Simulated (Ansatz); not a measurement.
A made-up structure of BSiNH3, doublet:

N1  (-0.878, 0.449, 1.450)
B2  (0.530, -1.109, 0.540)
Si3  (-0.236, 0.541, -0.251)
H4  (-1.439, 0.127, -1.018)
H5  (0.753, 1.174, -1.156)
H6  (-0.620, 1.480, 0.831)
(Å)

It is relaxed with PBE-D4/def2-SVP and then PBE0-D4/def2-TZVP (Ansatz 0.2.0). Atoms count as bonded within 1.22 times the sum of their covalent radii (H–H: 0.88 Å). The end point is not checked to be a true minimum.

Problem. Does its bonding change? (Judge from chemistry; the calculation decides.)

Solution. Computed: Yes. Formed: N1–B2; broken: Si3–H6.

Where it ends: The first stage lowers the energy by 5.99 eV in 13 steps. It ends as BSiNH₃ ([B]1[NH][SiH2]1):
N1  (-0.377, 0.545, 1.078)
B2  (0.188, -0.690, 0.996)
Si3  (-0.215, 0.250, -0.670)
H4  (-1.504, 0.160, -1.398)
H5  (0.714, 1.174, -1.363)
H6  (-0.697, 1.222, 1.754)
(Å)

Labels in which every atom is bracketed show which atoms are joined, not bond orders.

For scale, one of the runs: PBE0-D4/def2-TZVP relaxation, 117 basis functions, launched by `ansatz run in.yaml --threads 2 --pin off --events-out ev --progress --plain --max-ram 4352MiB`. Hardware: 2 CPU threads of an Arm Neoverse V2, shared host. Wall time about 17 s.
